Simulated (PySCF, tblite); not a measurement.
Complex of Na+ and 2 × hydrogen sulfide

A gas-phase complex of Na+ and 2 × hydrogen sulfide; charge +1, singlet. The structure comes from a short search (6 tight-binding starts) and was relaxed by PBE0-D3(BJ)/def2-SVPD; another way of binding may lie lower. Frequencies by PBE0-D3(BJ)/def2-SVPD show no clear imaginary mode.

| part | name | SMILES | atoms | charge | multiplicity |
| --- | --- | --- | --- | --- | --- |
| 1 | Na+ | [Na+] | 1 | +1 | 1 |
| 2 | hydrogen sulfide | S | 2–4 | 0 | 1 |
| 3 | hydrogen sulfide | S | 5–7 | 0 | 1 |

```xyz
7

Na    0.110    2.073   -0.658
S     2.693    2.260   -1.714
H     3.337    2.905   -0.714
H     3.215    1.058   -1.375
S    -2.525    2.165    0.274
H    -2.592    1.019    0.991
H    -3.192    1.634   -0.777
```
Atoms count from 1 in this order.

Contacts between parts, classed by geometry: Na1···S2 2.796 Å (ion contact); Na1···S5 2.797 Å (ion contact).

Interaction energies are complex less parts, with the parts frozen as they stand in it; counterpoise-corrected, in kcal/mol (PySCF).

(1) How strongly do the parts interact, level by level?

(2) What holds them together? Decompose the wB97M-D3(BJ)/def2-TZVPD energy: frozen parts, their antisymmetrised product, then relaxation.

(3) Are the pair energies additive?

The parts were also relaxed and run alone, at the levels used for the complex: shieldings by PBE0/pcSseg-2.

Values alone: shielding of Na1 (ppm): 623.7; shielding of S2 (ppm): 704.4; shielding of S5 (ppm): 704.4.

(4) How do these values change when the complex forms?

(5) What are the binding energy from relaxed parts (wB97M-D3(BJ)/def2-TZVPD), and ΔH and ΔG of association at 298.15 K and 1 atm?

Answers

(1) 
| level | interaction | superposition error removed |
| --- | --- | --- |
| wB97M-D3(BJ)/def2-TZVPD | -30.81 | -0.31 |
| PBE0-D3(BJ)/def2-TZVPD | -32.34 | -0.28 |

(2) electrostatic -26.5, Pauli repulsion +13.6, orbital relaxation -16.8, dispersion correction -1.4 kcal/mol, which sum to the value before the counterpoise correction; the Pauli term holds the exchange-correlation of the frozen density too. Of the attraction, 59 % is electrostatic, 38 % is orbital relaxation, 3 % is dispersion correction.

(3) The pairs sum to -32.80 kcal/mol (1–2 -16.5, 1–3 -16.5, 2–3 0.1); the rest of +1.99 is a many-body weakening.

(4) 
```
              property  alone  in the complex  change
shielding of Na1 (ppm)  623.7           568.4   -55.3
 shielding of S2 (ppm)  704.4           718.9   +14.5
 shielding of S5 (ppm)  704.4           719.1   +14.6
```

(5) -30.67 kcal/mol, -28.00 with zero-point energy; ΔH -28.6 and ΔG -14.2 kcal/mol, from harmonic vibrations by PBE0-D3(BJ)/def2-SVPD with low modes damped.
